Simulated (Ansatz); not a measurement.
**Molecular dynamics of AlH3Mg**

input.yaml

```yaml
crystal:
  periodic: [false, false, false]
  atoms:
    - { symbol: Mg, position_ang: [0.547036, -1.314003, 0.847339] }
    - { symbol: Al, position_ang: [-0.359614, 0.86049, -0.555787] }
    - { symbol: H, position_ang: [1.115772, -2.672766, 1.724907] }
    - { symbol: H, position_ang: [-1.704362, 0.85122, -1.434361] }
    - { symbol: H, position_ang: [0.401157, 2.275049, -0.582098] }
basis:
  gaussian: { orbitals: def2-SVP }
hamiltonian:
  xc: pbe0
md:
  timestep: 0.5
  n_steps: 400
  ensemble: nvt_nose_hoover
  temperature: 300.0
  initial_velocities: maxwell_boltzmann
  seed: 512251
  nose_hoover: { tau: 20.0, chain_length: 3 }
scf:
  lower_state_search: "off"
```

Command:

```bash
$ ansatz run input.yaml --threads 1 --pin off --max-ram 2048MiB --backend cpu --events-out ev --progress --plain --runs-dir out
```

It starts from a relaxed structure.

Output, in part (step lines, the closing report, with atoms numbered from 0):

```
md step     0: t =     0.00 fs  T =   300.0 K  F+E_penalty+E_count = -12078.65606988 eV  E_kin = 0.116334 eV  conserved = -12078.53973588 eV  (10 SCF iters)
md step     1: t =     0.50 fs  T =   295.5 K  F+E_penalty+E_count = -12078.65430219 eV  E_kin = 0.114575 eV  conserved = -12078.53972756 eV  (16 SCF iters)
md step     2: t =     1.00 fs  T =   282.3 K  F+E_penalty+E_count = -12078.64916094 eV  E_kin = 0.109469 eV  conserved = -12078.53969482 eV  (16 SCF iters)
md step     3: t =     1.50 fs  T =   261.9 K  F+E_penalty+E_count = -12078.64118305 eV  E_kin = 0.101556 eV  conserved = -12078.53964090 eV  (16 SCF iters)
md step     4: t =     2.00 fs  T =   236.5 K  F+E_penalty+E_count = -12078.63123856 eV  E_kin = 0.091706 eV  conserved = -12078.53957187 eV  (16 SCF iters)
md step     5: t =     2.50 fs  T =   208.9 K  F+E_penalty+E_count = -12078.62043223 eV  E_kin = 0.081020 eV  conserved = -12078.53949661 eV  (11 SCF iters)
md step     6: t =     3.00 fs  T =   182.3 K  F+E_penalty+E_count = -12078.60996624 eV  E_kin = 0.070695 eV  conserved = -12078.53942460 eV  (11 SCF iters)
md step     7: t =     3.50 fs  T =   159.5 K  F+E_penalty+E_count = -12078.60098466 eV  E_kin = 0.061865 eV  conserved = -12078.53936600 eV  (11 SCF iters)
[... lines left out ...]
md step   397: t =   198.50 fs  T =   426.0 K  F+E_penalty+E_count = -12078.49497955 eV  E_kin = 0.165196 eV  conserved = -12078.53956713 eV  (18 SCF iters)
md step   398: t =   199.00 fs  T =   405.7 K  F+E_penalty+E_count = -12078.48487048 eV  E_kin = 0.157316 eV  conserved = -12078.53951992 eV  (18 SCF iters)
md step   399: t =   199.50 fs  T =   367.0 K  F+E_penalty+E_count = -12078.46785605 eV  E_kin = 0.142323 eV  conserved = -12078.53941991 eV  (18 SCF iters)
md step   400: t =   200.00 fs  T =   314.0 K  F+E_penalty+E_count = -12078.44550760 eV  E_kin = 0.121751 eV  conserved = -12078.53926722 eV  (18 SCF iters)
Total energy: -12078.44554382 eV, -443.8746866710 hartree
Atom 0 at     0.517966    -1.317360     0.794887 Å, force     0.423149    -0.007569     0.730787 eV/Å
Atom 1 at    -0.339625     0.853803    -0.523525 Å, force     0.734862     0.737169     0.217937 eV/Å
Atom 2 at     1.228576    -2.240101     2.106192 Å, force    -0.163670    -0.075076    -0.329869 eV/Å
Atom 3 at    -1.465910     0.514772    -1.533260 Å, force    -0.655969     0.141816    -0.596878 eV/Å
Atom 4 at     0.215794     2.438749    -0.463327 Å, force    -0.338372    -0.796340    -0.021975 eV/Å
Dipole moment:    -0.096641    -0.199283    -0.185334 e Å
```

The steps, from the saved trajectory:

```
time (fs)  T (K)  potential energy less start (eV)  conserved less start (meV/atom)
      0.0    300                             0.000                             0.00
      6.5    171                             0.052                             0.05
     13.0     82                             0.094                             0.08
     19.5    200                             0.064                             0.03
     26.0    213                             0.081                             0.03
     32.5     97                             0.155                             0.14
     39.0    269                             0.123                             0.14
     45.5    526                             0.041                             0.03
     52.0    360                             0.109                             0.09
     58.5    137                             0.195                             0.21
     65.0    363                             0.106                             0.07
     71.5    391                             0.094                             0.03
     78.0    203                             0.168                             0.14
     84.5    274                             0.144                             0.16
     91.0    451                             0.073                             0.04
     97.5    396                             0.088                             0.05
    104.0    155                             0.171                             0.18
    110.5    245                             0.119                             0.09
    117.0    345                             0.068                             0.01
    123.5    210                             0.107                             0.10
    130.0    173                             0.102                             0.13
    136.5    261                             0.049                             0.04
    143.0    232                             0.049                             0.03
    149.5     89                             0.097                             0.09
    156.0     85                             0.096                             0.08
    162.5    247                             0.039                             0.01
    169.0    288                             0.041                             0.04
    175.5    218                             0.114                             0.15
    182.0    398                             0.099                             0.08
    188.5    477                             0.104                             0.03
    195.0    162                             0.250                             0.18
```

All steps were run. The conserved energy stayed within 0.22 meV per atom of its start (net change 0.094 meV per atom), so the integration is sound. The mean temperature of the second half is 18 % below the set value. A run of 0.2 ps of so small a system gives no equilibrium averages.

The same pairs are bonded in the first frame and the last. Pairs count as bonded within 1.25 times the sum of covalent radii (0.12 Å more for H–H).

Last frame:

```xyz
5
Properties=species:S:1:pos:R:3
Mg 0.518 -1.317 0.795
Al -0.340 0.854 -0.523
H 1.229 -2.240 2.106
H -1.466 0.515 -1.533
H 0.216 2.439 -0.463
```

The run took 2.5 min on 1 thread of AMD EPYC 9R45 (Zen 5), with other jobs on the host, peak memory 0.21 GiB.
